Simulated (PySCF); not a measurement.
Stretching C₂⁻

Set-up: C aug-cc-pVDZ; no relativity (PySCF 2.14). Energies in eV from C + C⁻ in their ground configurations at the same level. All curves are PBE0. state 1: doublet, unpaired electrons σ ↑; state 2: doublet, unpaired electrons π ↑, a second solution, started from another occupation.

```json
{"R (Å)": "1.097", "state 1": "-6.272", "state 2": "-5.219"}
{"R (Å)": "1.147", "state 1": "-7.207", "state 2": "-6.392"}
{"R (Å)": "1.198", "state 1": "-7.737", "state 2": "-7.128"}
{"R (Å)": "1.237", "state 1": "-7.929", "state 2": "-7.457"}
{"R (Å)": "1.275", "state 1": "-7.983", "state 2": "-7.635"}
{"R (Å)": "1.313", "state 1": "-7.927", "state 2": "-7.692"}
{"R (Å)": "1.364", "state 1": "-7.721", "state 2": "-7.621"}
{"R (Å)": "1.428", "state 1": "-7.311", "state 2": "-7.358"}
{"R (Å)": "1.504", "state 1": "-6.680", "state 2": "-6.874"}
{"R (Å)": "1.607", "state 1": "-5.724", "state 2": "-6.073"}
```

Question: Put a parabola through the three lowest points of the state 1 curve and estimate Re, k and ωe (reduced mass 6.0 u; 1 eV/Å² = 0.16022 mdyn/Å; ωe = 1302.8·√(k/μ) cm⁻¹).

Answer: Through R = 1.237, 1.275, 1.313 Å the second-order coefficient is 38.1 eV/Å², so Re ≈ 1.275 Å, k ≈ 12.2 mdyn/Å and ωe ≈ 1858 cm⁻¹. A polynomial fit of higher order to the unrounded PBE0 energies gives Re = 1.273 Å, k = 12.1 mdyn/Å, ωe = 1853 cm⁻¹; anharmonicity and rounding make the difference.

The higher-order fit for each curve: state 1: Re = 1.273 Å, ωe = 1853 cm⁻¹, De = 7.98 eV; state 2: Re = 1.315 Å, ωe = 1721 cm⁻¹, minimum 7.69 eV below the ground-state fragments.

The state is the lowest determinant that a PBE0 search found; another state may lie lower at other levels.
